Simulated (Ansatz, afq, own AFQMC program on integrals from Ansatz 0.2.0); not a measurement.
Integrals from Ansatz 0.2.0, then the random walk in our own AFQMC program (afq).

```yaml
crystal:
  periodic: [false, false, false]
  atoms:
    - {symbol: Ir, position_ang: [0.000000, 0.000000, 0.000000]}
basis:
  gaussian: {orbitals: def2-TZVPP}
magnetization: {spin_polarized: true, initial_magnetization: 3}
correlation: {method: ccsd_t, electrons: outside_noble_gas, hamiltonian_folder: ham}
```

```sh
$ ansatz run in.yaml --threads 1 --pin off --events-out ev --progress --plain --max-ram 16896MiB --backend cuda --devices 0, --max-vram 18GiB
```

Options of the walk:

```
--method phaseless --trial hf --walkers 4000 --populations 20 --least-time 40 --time-step 0.005 --steps-per-block 20 --equilibration-blocks 112 --max-blocks 4000 --target-error 0.00054 --factor-cut 1e-05 --start spin_pure --seed 5345 --taylor-order 6
```

Times are imaginary, in 1/Eh. The walk had a cap of 67 s. With eight or more populations the least sampling time is a fifth of least-time, and the error comes from their spread. Core potentials past Kr, no spin–orbit coupling.

Log:

```
orbitals 52  electrons 6 3  factors 369 of 369
reference energy -103.44572546 Eh
CCSD correlation -0.22699635 Eh in 10 cycles, weight of the determinant in the CISD state 0.9098
energy of the start -103.445843 Eh
 block  time / (1/Eh)  mean weight  energy / Eh
     1     0.100  1.0011  -103.513158
     2     0.200  1.0017  -103.557504
     3     0.300  1.0019  -103.588517
     4     0.400  1.0017  -103.610240
     5     0.500  1.0013  -103.622521
     7     0.700  1.0005  -103.638866
     9     0.900  1.0001  -103.648470
    19     1.900  1.0002  -103.675986
    37     3.700  1.0000  -103.682945
    55     5.500  0.9999  -103.685444
    73     7.300  0.9999  -103.680599
    91     9.100  0.9998  -103.677523
   109    10.900  0.9994  -103.680108
   127    12.700  0.9999  -103.672432
   145    14.500  0.9998  -103.687003
   163    16.300  0.9999  -103.682388
   181    18.100  1.0001  -103.672251
   199    19.900  1.0002  -103.678523
   217    21.700  0.9999  -103.676314
   235    23.500  1.0000  -103.673122
   253    25.300  0.9999  -103.673894
   271    27.100  0.9998  -103.676935
   289    28.900  0.9999  -103.674876
   307    30.700  0.9998  -103.675615
   325    32.500  1.0003  -103.674328
   343    34.300  1.0001  -103.677776
   361    36.100  1.0004  -103.673910
   379    37.900  0.9999  -103.676842
   388    38.800  1.0001  -103.673720
error from the spread of 20 populations
energy -103.676693 +/- 0.000529 Eh
(rows thinned)
```

The run passed its tests (sampling time, drift between the halves within three errors, error under three times the target), which doesn't prove that it has relaxed. The second half of the sampling lies above the first by 2.0 errors of their difference, so the energy may still be moving and its error bar be too small.

Against this walk (error 14.4 meV) on the same determinant: CCSD(T) 136.4 meV lower, CCSDT(Q) 144.9 meV lower. The error is statistical and leaves out the bias of the constraint. CCSDT(Q) is the surest value here, so the walk's 145 meV above it is most likely the bias of the constraint with this trial, which can have either sign.

Cautions: constraint bias not in the error; no spin-orbit coupling; outer-core shells of the metal frozen.

The walk took 51 s on 1 × NVIDIA H100 80GB HBM3 with 2 threads of AMD EPYC 7R13 Processor (Zen 3), with other jobs on the host (the card was shared). The log's last line is the phaseless energy.

CCSDT and higher add their correlation energy to the determinant of the CCSD(T) run, since their own runs factorise the integrals more tightly (a shift of under 2 meV). A walk keeps the symmetry of its determinant, which the program's search chose and which needn't be the lowest solution, so a lower state of the same spin and another symmetry isn't excluded.
